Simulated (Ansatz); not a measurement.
AlAs (zinc blende): values from a third-order Birch-Murnaghan fit to a volume scan beside measured ones. Computed values: PBE (plane waves to 420 eV, PAW, scalar-relativistic; Ansatz, a quantum-chemistry and plane-wave program). AlAs was relaxed with its symmetry unable to fall. The PAW data are Ansatz's earlier set.

| quantity | reference | kind | PBE | difference |
|---|---|---|---|---|
| Lattice constant a (Å) | 5.649 | measured, corrected to the static lattice | 5.728 | +1.4 % |
| Bulk modulus B₀ (GPa) | 75 | measured, corrected to the static lattice | 67.1 | -10.6 % |

PBE overestimates the lattice constant a by 1.4 %. PBE underestimates the bulk modulus B₀ by 10.6 %.

References as given in: Daniel Mejia-Rodriguez, S. B. Trickey, Physical Review B (2018), arXiv:1807.09216.

(Under strain, the slope of the energy per volume gives the stress and its curvature an elastic modulus.)
